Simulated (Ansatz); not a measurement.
Worked example: correlation energy of H2B–B, singlet

Geometry: a point of a stretch scan, not a stationary point.

```xyz
4

B     0.0000    0.0000    0.6841
B     0.0000    0.0000   -0.9279
H     0.0000    1.0240    1.3076
H     0.0000   -1.0240    1.3076
```

Basis 6-31G; Ansatz 0.2.0. Only valence electrons are correlated (noble-gas cores frozen), which leaves 8 electrons in 20 orbitals. R marks a restricted (for open shells ROHF) determinant.

Full CI is exact within this basis and frozen core; it isn't the basis-set limit.

Runs differ by some tens of microhartree through their thresholds, so steps under 0.03 kcal/mol mean nothing.

```tsv
level	total energy (hartree)
RHF	-50.320500
RMP2	-50.402073
RCCSD	-50.437016
RCCSD(T)	-50.439419
RCCSDT	-50.440374
RCCSDT(Q)	-50.440569
RCCSDTQ	-50.440703
full CI	-50.440716
```

Task: What is the correlation energy at full CI, and what share of it do RMP2 and RCCSD(T) recover?

Result: E(corr) = -50.440716 − (-50.320500) = -0.120216 hartree = -3.271 eV. RMP2: -0.081573 / -0.120216 = 67.86 %. RCCSD(T): -0.118919 / -0.120216 = 98.92 %.

Task: By how many kcal/mol does RCCSD(T) miss full CI (1 hartree = 627.509 kcal/mol), and which steps make up the rest?

Result: -50.439419 − (-50.440716) = 0.001297 hartree = 0.81 kcal/mol. Steps: RCCSDT − RCCSD(T) = -0.60, RCCSDT(Q) − RCCSDT = -0.12, RCCSDTQ − RCCSDT(Q) = -0.08, full CI − RCCSDTQ = -0.01 kcal/mol. Differences between like states or geometries often cancel part of this.
